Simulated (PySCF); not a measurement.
Consider 1-fluoro-2,2-dimethyl-propane, `CC(C)(C)CF` (C5H11F). Numbering: `[CH3:1][C:2]([CH3:3])([CH3:4])[CH2:5][F:6]`

Level of theory: M06-2X/def2-TZVP single points in PySCF, grid level 3; every species was optimised with PBE0-D3(BJ)/def2-SVP. Zero-point and thermal terms (298.15 K, 1 bar) come from unscaled GFN2-xTB harmonic frequencies, with soft modes damped to free rotors in the entropy. These were taken at the GFN2-xTB minima.

Task: Rank these bonds by dissociation enthalpy, weakest first.
A. C5–F6
B. C5–H
C. C1–C2

Result: C (364 kJ/mol), B (413 kJ/mol), A (482 kJ/mol).

Not ranked, since the method can't order them against a listed neighbour: C2–C5 (372 kJ/mol), C1–H (421 kJ/mol).

Task: For C1–C2, what are ΔE (electronic) and ΔG(298 K) of the homolysis?

Result: ΔE = 391 and ΔG = 306 kJ/mol, beside ΔH = 364 kJ/mol. The radicals are CH3• and `C[C](C)CF`.

Note: the order of C1–C2 and C2–C5, of C5–H and C1–H is undecided: the gaps lie inside the method's error (some 10 kJ/mol, one structure a species).
